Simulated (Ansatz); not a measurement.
C2H2O. Charge 0, multiplicity 1. The bonds changed during the relaxation, so this is another structure than the one it started from. The geometry is a stationary point of PBE0-D4/def2-TZVP.

```xyz
5

C    -0.412   -0.167    0.284
C     0.771   -0.274   -0.354
O    -0.930    0.373   -0.732
H    -0.911   -0.477    1.203
H     1.482    0.546   -0.401
```

Task: What is the dipole moment at B3LYP/def2-TZVPP? (An estimate is asked.)

Result: The calculation gave: 2.58 D, with components (0.51, 0.24, 2.52) D in this frame, pointing from negative to positive charge.

Task: And with PBE, r2SCAN, ωB97M-V? (Best estimate.)

Result: Computed: PBE 2.32 D, r2SCAN 2.46 D, ωB97M-V 2.67 D.

Task: Give the Mulliken charges with B3LYP, r2SCAN, ωB97M-V in def2-TZVPP. (Estimate.)

Result: Computed: 
```
atom  B3LYP  r2SCAN  ωB97M-V
  C1   0.17    0.23     0.19
  C2  -0.19   -0.18    -0.19
  O3  -0.29   -0.29    -0.30
  H4   0.15    0.11     0.14
  H5   0.15    0.12     0.15
```

B3LYP here is the variant with VWN-RPA as its local correlation; programs differ in this.
